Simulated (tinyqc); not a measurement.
UHF in the sto-6g basis, for CH2, spin multiplicity 3, step by step. One step of it, computed by the program tinyqc.

Problem. Iteration 1: building the Fock matrix. J_ij = sum D_kl (ij|kl) with D = D(alpha) + D(beta), K_ij = sum D_kl (ik|jl) for each spin; F = H + J - K(s); E = tr D H + tr D J / 2 - 0.5 sum_s tr D(s) K(s) + E_nn.

D(alpha) at the start:
```
            1C 1s      1C 2s    1C 2px     1C 2py     1C 2pz      2H 1s      3H 1s
1C 1s    1.029805  -0.106675  0.000000   0.000000   0.057333  -0.083903  -0.083903
1C 2s   -0.106675   0.485557  0.000000   0.000000  -0.207271   0.191637   0.191637
1C 2px   0.000000   0.000000  1.000000   0.000000   0.000000   0.000000   0.000000
1C 2py   0.000000   0.000000  0.000000   0.517557   0.000000   0.206579  -0.206579
1C 2pz   0.057333  -0.207271  0.000000   0.000000   0.926742   0.055055   0.055055
2H 1s   -0.083903   0.191637  0.000000   0.206579   0.055055   0.182334   0.017424
3H 1s   -0.083903   0.191637  0.000000  -0.206579   0.055055   0.017424   0.182334
```

D(beta) at the start:
```
            1C 1s      1C 2s    1C 2px     1C 2py     1C 2pz      2H 1s      3H 1s
1C 1s    1.018328  -0.067416  0.000000   0.000000  -0.042842  -0.081954  -0.081954
1C 2s   -0.067416   0.351268  0.000000   0.000000   0.135375   0.184970   0.184970
1C 2px   0.000000   0.000000  0.000000   0.000000   0.000000   0.000000   0.000000
1C 2py   0.000000   0.000000  0.000000   0.517557   0.000000   0.206579  -0.206579
1C 2pz  -0.042842   0.135375  0.000000   0.000000   0.052455   0.072065   0.072065
2H 1s   -0.081954   0.184970  0.000000   0.206579   0.072065   0.182003   0.017093
3H 1s   -0.081954   0.184970  0.000000  -0.206579   0.072065   0.017093   0.182003
```

core Hamiltonian H = T + V (hartree):
```
             1C 1s      1C 2s     1C 2px     1C 2py     1C 2pz      2H 1s      3H 1s
1C 1s   -18.881044  -4.340266   0.000000   0.000000  -0.014991  -1.074969  -1.074969
1C 2s    -4.340266  -5.586693   0.000000   0.000000  -0.147530  -2.338457  -2.338457
1C 2px    0.000000   0.000000  -4.519604   0.000000   0.000000   0.000000   0.000000
1C 2py    0.000000   0.000000   0.000000  -4.712007   0.000000  -1.738679   1.738679
1C 2pz   -0.014991  -0.147530   0.000000   0.000000  -4.567323  -0.897640  -0.897640
2H 1s    -1.074969  -2.338457   0.000000  -1.738679  -0.897640  -3.506139  -0.575794
3H 1s    -1.074969  -2.338457   0.000000   1.738679  -0.897640  -0.575794  -3.506139
```

Two-electron integrals (ij|kl) in chemists' order, unique and non-zero (hartree):
```
(11|11) 3.543743    (21|11) 0.529462    (21|21) 0.100317    (22|11) 0.853596
(22|21) 0.199930    (22|22) 0.624844    (31|31) 0.021271    (32|31) 0.031868
(32|32) 0.138108    (33|11) 0.853598    (33|21) 0.199930    (33|22) 0.624843
(33|33) 0.673218    (41|41) 0.021271    (42|41) 0.031868    (42|42) 0.138108
(43|43) 0.036281    (44|11) 0.853598    (44|21) 0.199930    (44|22) 0.624843
(44|33) 0.600655    (44|44) 0.673218    (51|51) 0.021271    (52|51) 0.031868
(52|52) 0.138108    (53|53) 0.036281    (54|54) 0.036281    (55|11) 0.853598
(55|21) 0.199930    (55|22) 0.624843    (55|33) 0.600655    (55|44) 0.600655
(55|55) 0.673218    (61|11) 0.137322    (61|21) 0.025032    (61|22) 0.049029
(61|33) 0.048843    (61|41) 0.001467    (61|42) 0.002831    (61|44) 0.049290
(61|51) 0.000731    (61|52) 0.001410    (61|54) 0.000223    (61|55) 0.048954
(61|61) 0.006424    (62|11) 0.315316    (62|21) 0.074876    (62|22) 0.256065
(62|33) 0.250121    (62|41) 0.006804    (62|42) 0.044612    (62|44) 0.264410
(62|51) 0.003389    (62|52) 0.022217    (62|54) 0.007116    (62|55) 0.253665
(62|61) 0.019256    (62|62) 0.136331    (63|31) 0.008200    (63|32) 0.041433
(63|43) 0.008801    (63|53) 0.004383    (63|63) 0.017040    (64|11) 0.237912
(64|21) 0.057311    (64|22) 0.207571    (64|33) 0.197164    (64|41) 0.012710
(64|42) 0.074876    (64|44) 0.225678    (64|51) 0.002246    (64|52) 0.016655
(64|54) 0.009817    (64|55) 0.199870    (64|61) 0.015484    (64|62) 0.131325
(64|64) 0.141216    (65|11) 0.118483    (65|21) 0.028541    (65|22) 0.103373
(65|33) 0.098190    (65|41) 0.002246    (65|42) 0.016655    (65|44) 0.103624
(65|51) 0.009318    (65|52) 0.049727    (65|54) 0.011507    (65|55) 0.108304
(65|61) 0.007711    (65|62) 0.065401    (65|64) 0.061841    (65|65) 0.047837
(66|11) 0.461395    (66|21) 0.111713    (66|22) 0.432152    (66|33) 0.409284
(66|41) 0.013088    (66|42) 0.113271    (66|44) 0.464255    (66|51) 0.006518
(66|52) 0.056410    (66|54) 0.027376    (66|55) 0.422918    (66|61) 0.029275
(66|62) 0.288300    (66|64) 0.307299    (66|65) 0.153039    (66|66) 0.774999
(71|11) 0.137322    (71|21) 0.025032    (71|22) 0.049029    (71|33) 0.048843
(71|41) -0.001467   (71|42) -0.002831   (71|44) 0.049290    (71|51) 0.000731
(71|52) 0.001410    (71|54) -0.000223   (71|55) 0.048954    (71|61) 0.006204
(71|62) 0.017885    (71|64) 0.013012    (71|65) 0.007167    (71|66) 0.026457
(71|71) 0.006424    (72|11) 0.315316    (72|21) 0.074876    (72|22) 0.256065
(72|33) 0.250121    (72|41) -0.006804   (72|42) -0.044612   (72|44) 0.264410
(72|51) 0.003389    (72|52) 0.022217    (72|54) -0.007116   (72|55) 0.253665
(72|61) 0.017885    (72|62) 0.096094    (72|64) 0.066818    (72|65) 0.044813
(72|66) 0.157657    (72|71) 0.019256    (72|72) 0.136331    (73|31) 0.008200
(73|32) 0.041433    (73|43) -0.008801   (73|53) 0.004383    (73|63) 0.011159
(73|73) 0.017040    (74|11) -0.237912   (74|21) -0.057311   (74|22) -0.207571
(74|33) -0.197164   (74|41) 0.012710    (74|42) 0.074876    (74|44) -0.225678
(74|51) -0.002246   (74|52) -0.016655   (74|54) 0.009817    (74|55) -0.199870
(74|61) -0.013012   (74|62) -0.066818   (74|64) -0.036699   (74|65) -0.030542
(74|66) -0.101910   (74|71) -0.015484   (74|72) -0.131325   (74|74) 0.141216
(75|11) 0.118483    (75|21) 0.028541    (75|22) 0.103373    (75|33) 0.098190
(75|41) -0.002246   (75|42) -0.016655   (75|44) 0.103624    (75|51) 0.009318
(75|52) 0.049727    (75|54) -0.011507   (75|55) 0.108304    (75|61) 0.007167
(75|62) 0.044813    (75|64) 0.030542    (75|65) 0.031602    (75|66) 0.077941
(75|71) 0.007711    (75|72) 0.065401    (75|74) -0.061841   (75|75) 0.047837
(76|11) 0.072246    (76|21) 0.017164    (76|22) 0.060051    (76|33) 0.058678
(76|44) 0.060644    (76|51) 0.001325    (76|52) 0.009011    (76|55) 0.060832
(76|61) 0.004281    (76|62) 0.028015    (76|64) 0.023490    (76|65) 0.014787
(76|66) 0.054518    (76|71) 0.004281    (76|72) 0.028015    (76|74) -0.023490
(76|75) 0.014787    (76|76) 0.007010    (77|11) 0.461395    (77|21) 0.111713
(77|22) 0.432152    (77|33) 0.409284    (77|41) -0.013088   (77|42) -0.113271
(77|44) 0.464255    (77|51) 0.006518    (77|52) 0.056410    (77|54) -0.027376
(77|55) 0.422918    (77|61) 0.026457    (77|62) 0.157657    (77|64) 0.101910
(77|65) 0.077941    (77|66) 0.262131    (77|71) 0.029275    (77|72) 0.288300
(77|74) -0.307299   (77|75) 0.153039    (77|76) 0.054518    (77|77) 0.774999
```

nuclear repulsion = 5.91334743 hartree

Give: Coulomb J; exchange K(alpha); exchange K(beta); F(alpha); F(beta); total energy of this density.

Solution.

Coulomb J (hartree):
```
          1C 1s   1C 2s  1C 2px   1C 2py  1C 2pz   2H 1s    3H 1s
1C 1s   11.5395  2.1074  0.0000   0.0000  0.0139  0.5329   0.5329
1C 2s    2.1074  5.1529  0.0000   0.0000  0.1081  2.1220   2.1220
1C 2px   0.0000  0.0000  5.1071   0.0000  0.0000  0.0000   0.0000
1C 2py   0.0000  0.0000  0.0000   5.2210  0.0000  1.7262  -1.7262
1C 2pz   0.0139  0.1081  0.0000   0.0000  5.1306  0.8836   0.8836
2H 1s    0.5329  2.1220  0.0000   1.7262  0.8836  3.6597   0.4979
3H 1s    0.5329  2.1220  0.0000  -1.7262  0.8836  0.4979   3.6597
```

exchange K(alpha) (hartree):
```
         1C 1s    1C 2s  1C 2px   1C 2py   1C 2pz   2H 1s    3H 1s
1C 1s   3.6141   0.6210  0.0000   0.0000   0.0041  0.1622   0.1622
1C 2s   0.6210   0.9676  0.0000   0.0000  -0.0334  0.4711   0.4711
1C 2px  0.0000   0.0000  0.8516   0.0000   0.0000  0.0000   0.0000
1C 2py  0.0000   0.0000  0.0000   0.7925   0.0000  0.3601  -0.3601
1C 2pz  0.0041  -0.0334  0.0000   0.0000   0.8480  0.1684   0.1684
2H 1s   0.1622   0.4711  0.0000   0.3601   0.1684  0.5728   0.1213
3H 1s   0.1622   0.4711  0.0000  -0.3601   0.1684  0.1213   0.5728
```

exchange K(beta) (hartree):
```
          1C 1s   1C 2s  1C 2px   1C 2py   1C 2pz   2H 1s    3H 1s
1C 1s    3.5621  0.5656  0.0000   0.0000  -0.0021  0.1469   0.1469
1C 2s    0.5656  0.6345  0.0000   0.0000   0.2135  0.3947   0.3947
1C 2px   0.0000  0.0000  0.1296   0.0000   0.0000  0.0000   0.0000
1C 2py   0.0000  0.0000  0.0000   0.7069   0.0000  0.3433  -0.3433
1C 2pz  -0.0021  0.2135  0.0000   0.0000   0.2129  0.1730   0.1730
2H 1s    0.1469  0.3947  0.0000   0.3433   0.1730  0.5416   0.1009
3H 1s    0.1469  0.3947  0.0000  -0.3433   0.1730  0.1009   0.5416
```

F(alpha) (hartree):
```
           1C 1s    1C 2s   1C 2px   1C 2py   1C 2pz    2H 1s    3H 1s
1C 1s   -10.9556  -2.8538   0.0000   0.0000  -0.0051  -0.7043  -0.7043
1C 2s    -2.8538  -1.4014   0.0000   0.0000  -0.0060  -0.6875  -0.6875
1C 2px    0.0000   0.0000  -0.2641   0.0000   0.0000   0.0000   0.0000
1C 2py    0.0000   0.0000   0.0000  -0.2835   0.0000  -0.3726   0.3726
1C 2pz   -0.0051  -0.0060   0.0000   0.0000  -0.2848  -0.1824  -0.1824
2H 1s    -0.7043  -0.6875   0.0000  -0.3726  -0.1824  -0.4192  -0.1992
3H 1s    -0.7043  -0.6875   0.0000   0.3726  -0.1824  -0.1992  -0.4192
```

F(beta) (hartree):
```
           1C 1s    1C 2s  1C 2px   1C 2py   1C 2pz    2H 1s    3H 1s
1C 1s   -10.9036  -2.7984  0.0000   0.0000   0.0010  -0.6890  -0.6890
1C 2s    -2.7984  -1.0683  0.0000   0.0000  -0.2529  -0.6111  -0.6111
1C 2px    0.0000   0.0000  0.4579   0.0000   0.0000   0.0000   0.0000
1C 2py    0.0000   0.0000  0.0000  -0.1979   0.0000  -0.3558   0.3558
1C 2pz    0.0010  -0.2529  0.0000   0.0000   0.3503  -0.1870  -0.1870
2H 1s    -0.6890  -0.6111  0.0000  -0.3558  -0.1870  -0.3881  -0.1788
3H 1s    -0.6890  -0.6111  0.0000   0.3558  -0.1870  -0.1788  -0.3881
```

total energy of this density = -38.695763 hartree
